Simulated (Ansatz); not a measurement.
# BSiHO+ (quartet): the correlation ladder, cc-pVDZ

One table from this session's results is given with a row withheld; the runs are named, their logs left out.

Computed with Ansatz 0.2.0, Gaussian basis. Level: cc-pVDZ, core rule «outside noble gas», up to 7 orbitals frozen.

Plan: UHF; CCSD(T) on ROHF; CCSD(T) on UHF; BCCD(T) on ROHF; CISD; CCSDT(Q) on ROHF; CCSDT(Q) on UHF.

26 further runs of the same task are left out: 10 that didn't finish, 16 set aside as unsound or not needed.

## The system

The geometry is a PBE0/def2-TZVP stationary point (not a proven minimum) of the parent state, kept for this charge and spin.

4 atoms, charge 1, spin multiplicity 4.

Atoms are counted from 1 here; the program's logs count them from 0.

Bond lengths: B1–Si2 1.959 Å, Si2–O3 1.524 Å, Si2–H4 1.489 Å. Angles: B1–Si2–O3 122.2°, B1–Si2–H4 110.8°, O3–Si2–H4 127.0°.

The first run:

in.yaml reads:

```yaml
crystal:
  periodic: [false, false, false]
  atoms:
    - {symbol: B, position_ang: [0.000000, -0.531705, 1.776279]}
    - {symbol: Si, position_ang: [0.000000, 0.368430, 0.036582]}
    - {symbol: O, position_ang: [0.000000, -0.403858, -1.277481]}
    - {symbol: H, position_ang: [0.000000, 1.847527, 0.206498]}
basis:
  gaussian: {orbitals: cc-pVDZ}
total_charge: 1
magnetization: {spin_polarized: true, initial_magnetization: 3}
hamiltonian: {xc: hf}
output: {orbitals: {seedname: orbitals}}
```

Command:

```
$ ansatz run in.yaml --threads 1 --pin off --events-out ev --progress --plain --max-ram 2393MiB
```

Steps of the session up to this table: UHF; CCSD(T) on ROHF; CCSD(T) on UHF; BCCD(T) on ROHF; CISD; CCSDT(Q) on ROHF; CCSDT(Q) on UHF.

One of the session's tables, all rows but one given; the rest of the session is left out.

| method | from UCCSDT(Q) (kJ/mol) |
| --- | --- |
| ROHF | +771.6 |
| UHF | +756.3 |
| RMP2 | +130.4 |
| UMP2 | +129.6 |
| CISD | +90.7 |
| RCCSD | +27.9 |
| UCCSD | ? |
| RCCSD(T) | +7.0 |
| UCCSD(T) | +6.9 |
| BCCD(T) | +6.7 |
| RCCSDT | +2.1 |
| UCCSDT | +2.0 |
| RCCSDT(Q) | +0.3 |
| UCCSDT(Q) | 0 |

Estimate the missing values for UCCSD.

**Answer.** from UCCSDT(Q) (kJ/mol): +27.6. In the column «from UCCSDT(Q) (kJ/mol)» it lies between RCCSD(T) (+7.0) and RCCSD (+27.9).

Caveats from the session: Restricted and unrestricted rows rest on different reference determinants; where their highest levels disagree by more than a few hundredths of an eV, they describe different states and don't form one ladder.
